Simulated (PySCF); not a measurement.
# C6H12 (cyclohexane): the cost of one run

Computed with PySCF 2.14.0, with density-fitted response routines of our own, on a single molecule, in the gas phase or a continuum. Atoms count from 0, in the outputs and in this text.

## 1. Starting geometry

18 atoms, charge 0, multiplicity 1; geometry from: GFN2-xTB. The atoms were then displaced at random by about 0.01 Å, so the start is not that level's minimum.

Bonds of the start (Å): C0–C1 1.55, C1–C2 1.54, C2–C3 1.48, C3–C4 1.53, C4–C5 1.52, C5–C0 1.53, C0–H6 1.10, C0–H7 1.07, C1–H8 1.09, C1–H9 1.10, C2–H10 1.10, C2–H11 1.08, C3–H12 1.15, C3–H13 1.11, C4–H14 1.10, C4–H15 1.07, C5–H16 1.09, C5–H17 1.10.

## 2. Relaxing the molecule at PBE0-D3(BJ)/def2-TZVP

What the job is given:

```
{"job": {"xc": "PBE0", "basis": "def2-TZVP", "d3": "d3bj", "grid": 2, "shake": 0.01, "kind": "geom"}, "charge": 0, "multiplicity": 1}
C      1.343970    -0.636740    -0.154700
C      1.162300     0.830380     0.300150
C     -0.134100     1.436970    -0.272010
C     -1.291740     0.614440     0.154100
C     -1.171770    -0.840900    -0.313050
C      0.109140    -1.434110     0.260050
H      1.425640    -0.636990    -1.247210
H      2.249930    -1.035080     0.259080
H      2.028050     1.429050    -0.000210
H      1.128790     0.862000     1.404080
H     -0.236250     2.465450     0.093450
H     -0.046300     1.461490    -1.347390
H     -2.263970     1.051350    -0.275760
H     -1.435730     0.640190     1.252850
H     -2.035820    -1.433870     0.017980
H     -1.131480    -0.849560    -1.386620
H      0.228130    -2.456340    -0.089540
H      0.043690    -1.455770     1.359020
```

On the command line:

```console
> OMP_NUM_THREADS=2 python probes_run.py task.json out
```

This one command runs all jobs of the session in turn.

**Question.** How long does this first job take on 2 threads of AMD EPYC 7B13, shared host, and how much memory does it need?

About 2.3 min, with a peak of 1.6 GiB.
